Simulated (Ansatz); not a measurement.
2H WSe2: PBE at its full settings (plane-wave cutoff 520 eV, 12×12×4 k mesh (along the axes of the cell as run), Fermi–Dirac smearing 0.01 eV, no spin polarisation, scalar-relativistic PAW data made under PBE) and at cheaper ones, in a cell of 6 atoms with Γ-centred meshes.

```
level and setting             lattice constant a (Å)  c axis length (Å)
----------------------------  ----------------------  -----------------
PBE (Ansatz)                                   3.321             15.107
PBE (Γ point alone) (Ansatz)                   3.762             16.260
PBE (2×2×2 k mesh) (Ansatz)                    3.332             17.160
PBE (4×4×4 k mesh) (Ansatz)                    3.320             15.122
```

Largest shifts from the full settings: lattice constant a +13.3 % (PBE (Γ point alone)), against a difference of +1.19 % of the full result from the reference 3.282 Å (measured, 300 K, no zero-point or thermal correction; as tabulated in arXiv:1605.07067); lattice parameter c +13.6 % (PBE (2×2×2 k mesh)), against a difference of +16.6 % of the full result from the reference 12.96 Å (measured, 300 K, not corrected to a static lattice; as tabulated in arXiv:1605.07067).

Caveats: the cell comes from a level without a dispersion term, which matters for the spacing of layers, chains or molecules (PBE, PBE (Γ point alone), PBE (2×2×2 k mesh), PBE (4×4×4 k mesh)). Ansatz's density-functional and Hartree–Fock values are scalar-relativistic unless marked +SOC, with PAW data made under PBE.

Run with cheap settings on purpose, which may leave them unconverged: PBE (2×2×2 k mesh), PBE (4×4×4 k mesh), PBE (Γ point alone).

Ansatz is a program for electronic structure.
